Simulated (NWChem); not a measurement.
The numbers come from NWChem runs, not from measurements. System: Na₂, charge 0, spin multiplicity 1, at a geometry optimised with PBE/def2-SVP. The structure started from a generated list of species. Level: BP86/def2-TZVP.

NWChem printed:

```
             Northwest Computational Chemistry Package (NWChem) 7.3.0
             --------------------------------------------------------

                                NWChem Input Module
                                -------------------

 Scaling coordinates for geometry "geometry" by  1.889725989
 (inverse scale =  0.529177249)

 Turning off AUTOSYM since
 SYMMETRY directive was detected!

                             Geometry "geometry" -> ""
                             -------------------------

 Output coordinates in angstroms (scale by  1.889725989 to convert to a.u.)

  No.       Tag          Charge          X              Y              Z
 ---- ---------------- ---------- -------------- -------------- --------------
    1 Na                  11.0000     0.00000000     0.00000000     1.55467600
    2 Na                  11.0000     0.00000000     0.00000000    -1.55467600

 Effective nuclear repulsion energy (a.u.)      20.5928589394

            Nuclear Dipole moment (a.u.)
            ----------------------------
        X                 Y               Z
 ---------------- ---------------- ----------------
     0.0000000000     0.0000000000     0.0000000000

      Symmetry information
      --------------------

 Group name             D2h
 Group number             26
 Group order               8
 No. of unique centers     1

      Symmetry unique atoms

     1


 Summary of "ao basis" -> "" (spherical)
 ------------------------------------------------------------------------------
       Tag                 Description            Shells   Functions and Types
 ---------------- ------------------------------  ------  ---------------------
 *                         def2-tzvp                  on all atoms

  perdew86 is a nonlocal functional; adding perdew81 local functional.

                                 NWChem DFT Module
                                 -----------------

 Summary of "ao basis" -> "ao basis" (spherical)
 ------------------------------------------------------------------------------
       Tag                 Description            Shells   Functions and Types
 ---------------- ------------------------------  ------  ---------------------
 Na                        def2-tzvp                12       32   5s4p3d

 Summary of "ao basis" -> "ao basis" (spherical)
 ------------------------------------------------------------------------------
       Tag                 Description            Shells   Functions and Types
[...]
 Vector    9  Occ=2.000000D+00  E=-1.040951D+00  Symmetry=b2g
              MO Center= -1.6D-22,  4.5D-33,  1.4D-16, r^2= 2.7D+00
   Bfn.  Coefficient  Atom+Function         Bfn.  Coefficient  Atom+Function
  ----- ------------  ---------------      ----- ------------  ---------------
     6      0.608377  1 Na px                38     -0.608377  2 Na px
     9      0.158936  1 Na px                41     -0.158936  2 Na px

 Vector   10  Occ=2.000000D+00  E=-1.040183D+00  Symmetry=b1u
              MO Center= -4.6D-19, -4.2D-19,  1.8D-16, r^2= 2.7D+00
   Bfn.  Coefficient  Atom+Function         Bfn.  Coefficient  Atom+Function
  ----- ------------  ---------------      ----- ------------  ---------------
     8      0.609141  1 Na pz                40      0.609141  2 Na pz
    11      0.158038  1 Na pz                43      0.158038  2 Na pz
    17      0.031355  1 Na pz                49      0.031355  2 Na pz

 Vector   11  Occ=2.000000D+00  E=-1.179899D-01  Symmetry=ag
              MO Center=  2.9D-32,  6.0D-32,  5.6D-17, r^2= 6.4D+00
   Bfn.  Coefficient  Atom+Function         Bfn.  Coefficient  Atom+Function
  ----- ------------  ---------------      ----- ------------  ---------------
     4      0.501108  1 Na s                 36      0.501108  2 Na s
     3     -0.175040  1 Na s                 35     -0.175040  2 Na s
     5      0.101814  1 Na s                 37      0.101814  2 Na s
     2      0.053784  1 Na s                 34      0.053784  2 Na s
     1      0.032424  1 Na s                 33      0.032424  2 Na s

 Vector   12  Occ=0.000000D+00  E=-6.953056D-02  Symmetry=b1u
              MO Center=  2.0D-33,  1.9D-33,  3.7D-16, r^2= 1.2D+01
   Bfn.  Coefficient  Atom+Function         Bfn.  Coefficient  Atom+Function
  ----- ------------  ---------------      ----- ------------  ---------------
     4      0.539749  1 Na s                 36     -0.539749  2 Na s
     5      0.339058  1 Na s                 37     -0.339058  2 Na s
     3     -0.151279  1 Na s                 35      0.151279  2 Na s
    14      0.128188  1 Na pz                46      0.128188  2 Na pz
    17      0.092759  1 Na pz                49      0.092759  2 Na pz

 Vector   13  Occ=0.000000D+00  E=-3.712339D-02  Symmetry=b2u
              MO Center= -2.6D-32, -5.0D-32,  6.0D-17, r^2= 1.1D+01
   Bfn.  Coefficient  Atom+Function         Bfn.  Coefficient  Atom+Function
  ----- ------------  ---------------      ----- ------------  ---------------
    13      0.446261  1 Na py                45      0.446261  2 Na py
    16      0.162091  1 Na py                48      0.162091  2 Na py
     7     -0.085603  1 Na py                39     -0.085603  2 Na py

 Vector   14  Occ=0.000000D+00  E=-3.712339D-02  Symmetry=b3u
              MO Center= -6.4D-32, -3.0D-34, -3.6D-17, r^2= 1.1D+01
   Bfn.  Coefficient  Atom+Function         Bfn.  Coefficient  Atom+Function
  ----- ------------  ---------------      ----- ------------  ---------------
    12      0.446261  1 Na px                44      0.446261  2 Na px
    15      0.162091  1 Na px                47      0.162091  2 Na px
     6     -0.085603  1 Na px                38     -0.085603  2 Na px

 center of mass
 --------------
 x =   0.00000000 y =   0.00000000 z =   0.00000000

 moments of inertia (a.u.)
 ------------------
         396.864862254578           0.000000000000           0.000000000000
           0.000000000000         396.864862254578           0.000000000000
           0.000000000000           0.000000000000           0.000000000000

     Multipole analysis of the density
     ---------------------------------

     L   x y z        total         alpha         beta         nuclear
     -   - - -        -----         -----         ----         -------
     0   0 0 0     -0.000000    -11.000000    -11.000000     22.000000

     1   1 0 0     -0.000000     -0.000000     -0.000000      0.000000
     1   0 1 0     -0.000000     -0.000000     -0.000000      0.000000
     1   0 0 1     -0.000000     -0.000000     -0.000000      0.000000

     2   2 0 0    -16.797080     -8.398540     -8.398540      0.000000
     2   1 1 0     -0.000000     -0.000000     -0.000000      0.000000
     2   1 0 1      0.000000      0.000000      0.000000      0.000000
     2   0 2 0    -16.797080     -8.398540     -8.398540      0.000000
     2   0 1 1      0.000000      0.000000      0.000000      0.000000
     2   0 0 2     -8.155990    -99.022568    -99.022568    189.889146

 Task  times  cpu:        0.3s     wall:        0.3s

 Total times  cpu:        0.3s     wall:        0.3s
```

### Question
Write an NWChem input that would produce this output.

### Answer
Several could match; the one computed here: 
```
start mol
memory heap 200 mb stack 900 mb global 1100 mb
geometry units angstroms nocenter noautoz
  Na     0.000000     0.000000     1.554676
  Na     0.000000     0.000000    -1.554676
  symmetry group D2h
end
basis spherical
  * library def2-tzvp
end
dft
  xc becke88 perdew86
  semidirect memsize 60000000 filesize 0
  iterations 100
end
task dft energy
```
